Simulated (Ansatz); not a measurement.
H₂B–AlH: how the atomization moves with the basis

H2B–AlH, doublet; coordinates (Å): B 0.000 0.000 1.378; Al 0.000 0.000 -0.617; H 0.000 1.044 1.963; H 0.000 -1.044 1.963; H 0.000 0.000 -2.203. Quantity: atomization.

Ansatz 0.2.0, basis cc-pVDZ or cc-pVTZ; geometries are PBE0/def2-TZVP minima. Wave-function levels freeze the cores; HF, MP2 and coupled cluster are restricted for singlets and unrestricted otherwise, atoms included, Kohn–Sham unrestricted where that lies lower. The reference is CCSDT(Q) (coupled cluster only where its series has nearly closed). Semilocal and hybrid functionals correlate all electrons outside any core potential and usually lie nearer their basis limit than the reference, so part of their error here is the reference's basis and frozen-core error; RPA and the MP2 part of double hybrids freeze the same cores as the reference. None of these values is a measured one. Energies are electronic, without zero-point terms. No spin–orbit coupling and no scalar relativity. The species are chosen: bound, without strong static correlation by their natural occupations or amplitudes, in their lowest spin state as far as vertical gaps and like structures tell, and with a ladder that closes on the reference, so errors are smaller than for species at large; levels whose determinant breaks symmetry or spin markedly are left out.

```json
{"level": "reference", "cc-pVDZ (kcal/mol)": "271.6 (CCSDT(Q))", "cc-pVTZ (kcal/mol)": "288.5 (CCSDT(Q))"}
{"level": "MP2", "cc-pVDZ (kcal/mol)": "271.6", "cc-pVTZ (kcal/mol)": "287.3"}
{"level": "CCSD(T)", "cc-pVDZ (kcal/mol)": "271.1", "cc-pVTZ (kcal/mol)": "288.0"}
{"level": "CCSDT", "cc-pVDZ (kcal/mol)": "271.4", "cc-pVTZ (kcal/mol)": "288.3"}
{"level": "PBE", "cc-pVDZ (kcal/mol)": "294.9", "cc-pVTZ (kcal/mol)": "300.1"}
{"level": "PBE0", "cc-pVDZ (kcal/mol)": "293.0", "cc-pVTZ (kcal/mol)": "297.7"}
{"level": "B3LYP", "cc-pVDZ (kcal/mol)": "291.9", "cc-pVTZ (kcal/mol)": "298.1"}
{"level": "RPA-PBE", "cc-pVDZ (kcal/mol)": "262.0", "cc-pVTZ (kcal/mol)": "275.5"}
```

From cc-pVDZ to cc-pVTZ the reference moves by 16.9 kcal/mol and PBE by 5.2; the step from CCSD(T) to the reference is 0.5 in the first and 0.5 in the last.
